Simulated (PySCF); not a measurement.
System: rock-salt NaI. Method: MP2 (PySCF, GTH pseudopotentials, Gaussian basis).

The cell has the measured lattice parameters. Conventional cell: a = 6.4728 Å, b = 6.4728 Å, c = 6.4728 Å, α = 90.00°, β = 90.00°, γ = 90.00°.

The correlation energy at a fixed DZ basis:

```tsv
k mesh	value (eV/atom)
2×2×2	-1.6819
3×3×3	-1.7542
4×4×4	-1.7725
```

Taking the value to converge with the number of k points N as 1/N, extrapolate from the last two rows.

With y = y∞ + c/w and weights w = 27 and 64 for the last two rows, y∞ = (w2 y2 − w1 y1)/(w2 − w1) = (64 × -1.7725 − 27 × -1.7542)/37 = -1.7859 eV/atom, which lies 0.0134 beyond the last row. Successive pairs of rows give -1.7846, -1.7859. The limit also hangs on the law assumed, so its last digits aren't firm.

The other settings are not extrapolated, so this is the limit in one setting alone.
